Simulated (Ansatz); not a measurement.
A calculation on In6S7 (P2₁/m, No. 11) returned cohesive energy 4.07 eV/atom, band gap 0.14 eV.

For reference: band gap 0.75 eV (measured, temperature not stated, not corrected to a static lattice, from temperature-dependent dark current, crystal; as tabulated in Qasrawi and Gasanly (2006), doi:10.1088/0953-8984/18/19/014).

Task: Which level of theory produced these numbers?
(A) r²SCAN+rVV10 (Ansatz, an electronic-structure program)
(B) LDA (Ansatz)
(C) PBEsol (Ansatz)
(D) r²SCAN (Ansatz)

Result: B, LDA (Ansatz)

The others give: PBEsol 3.63 eV/atom, 0.07 eV; r²SCAN+rVV10 3.60 eV/atom, 0.32 eV; r²SCAN 3.41 eV/atom, 0.46 eV.

Unless a cell is named, each level is at its own relaxed cell.

Spin–orbit coupling is included only where a level's name says +SOC; with heavier elements it mostly lowers gaps and can invert bands. Density-functional gaps are differences of (generalised) Kohn–Sham levels.

Caveats: the relaxation could not lower the start's symmetry, so the cell can be a saddle point above a distorted one (PBEsol, r²SCAN+rVV10, r²SCAN, LDA). Ansatz's density-functional and Hartree–Fock values are scalar-relativistic unless marked +SOC, with PAW data made under PBE.
